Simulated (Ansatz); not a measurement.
Rock-salt RbBr was calculated with G0W0@HSE06 (Ansatz, a program for electronic structure, plane waves, hard PAW, contour deformation).

The cell has the measured lattice parameters. Conventional cell: a = 6.8908 Å, b = 6.8908 Å, c = 6.8908 Å, α = 90.00°, β = 90.00°, γ = 90.00°.

The quasiparticle gap at Γ at a fixed k mesh 4×4×4:

| response cutoff | value (eV) |
|---|---|
| 150 eV, 627 empty bands | 7.411 |
| 200 eV, 965 empty bands | 7.466 |
| 250 eV, 1349 empty bands | 7.497 |
| 300 eV, 1773 empty bands | 7.514 |

**Question.** Taking the value to converge with the response cutoff E as E^(−3/2), extrapolate from the last two rows.

**Answer.** With y = y∞ + c/w and weights w = 3953 and 5196 for the last two rows, y∞ = (w2 y2 − w1 y1)/(w2 − w1) = (5196 × 7.514 − 3953 × 7.497)/1243 = 7.568 eV, which lies 0.054 beyond the last row. Successive pairs of rows give 7.568, 7.575, 7.568. The limit also hangs on the law assumed, so its last digits aren't firm.

The other settings are not extrapolated, so this is the limit in one setting alone.

Spin–orbit coupling is not included.

Note: GW on a hybrid start was not checked against another program.
